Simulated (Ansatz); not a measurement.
This geometry of AlH₅OS (8 atoms, charge 0, multiplicity 1) is a first-order saddle point.

Method: Ansatz, RKS PBE/def2-SVP.

```xyz
8
Properties=species:S:1:pos:R:3
Al 0.019 0.236 0.164
O -0.206 -0.164 1.943
H -0.971 -0.677 2.262
H 1.518 0.027 -0.345
H -1.296 0.023 -0.721
S -0.094 2.533 1.154
H 1.243 2.589 1.415
H -0.280 1.305 2.019
```

(1) Which two structures does it join? (They come from a converged band through this point; their orientation in space is the band's.)

(2) How far does it lie above each of them?

## Answers

(1) Bonds broken: S6–H8. Bonds formed: O2–H8.

First end point:

```xyz
8
Properties=species:S:1:pos:R:3
Al -0.011 0.129 0.217
O -0.220 -0.317 1.924
H -0.986 -0.840 2.212
H 1.498 0.064 -0.309
H -1.299 0.020 -0.731
S -0.070 2.588 1.130
H 1.277 2.614 1.341
H -0.258 1.614 2.107
```

Last end point:

```xyz
8
Properties=species:S:1:pos:R:3
Al 0.087 0.496 0.124
O -0.235 -0.169 2.024
H -1.095 -0.614 2.175
H 1.547 -0.017 -0.270
H -1.264 0.018 -0.596
S -0.059 2.632 0.919
H 1.281 2.766 1.133
H -0.329 0.760 2.383
```

(2) 0.4 kcal/mol above the first and 9.1 kcal/mol above the second. This is the barrier of this one path; another mechanism may lie lower. The orbitals stay closed-shell, which can raise the energy where a bond breaks towards radicals; this wasn't checked here.

The run took 2.6 min on 1 thread of Arm Neoverse V1, with other jobs on the host, peak memory 0.15 GiB.
